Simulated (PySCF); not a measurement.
Molecule: `N#CC(F)(F)F`, C₂F₃N.

Atoms are numbered as in `[N:1]#[C:2][C:3]([F:4])([F:5])[F:6]`.

Geometry PBE0-D3(BJ)/def2-SVP throughout; GIAO in PySCF, gas phase, one conformer, non-relativistic; equivalent atoms averaged; functional PBE0.

For orientation, 6-31G* gives these shifts δ (against NH3, TMS, CFCl3 at the same level): N1 267.7, C3 107.9, C2 102.1, F4/F5/F6 -68.6 ppm.

A run gave: N1 301.2, C3 113.3, C2 113.4, F4/F5/F6 -64.9 ppm (shifts δ (against NH3, TMS, CFCl3 at the same level)).

**Question.** Which basis set was used in that run?
A. aug-cc-pVDZ
B. cc-pVDZ
C. 6-31G
D. pcSseg-0
E. 6-311+G(2d,p)

**Answer.** E. N1 tells them apart best: 6-311+G(2d,p) gives 301.2, 6-31G gives 277.7, aug-cc-pVDZ gives 283.7, cc-pVDZ gives 286.4, pcSseg-0 gives 330.1 ppm.
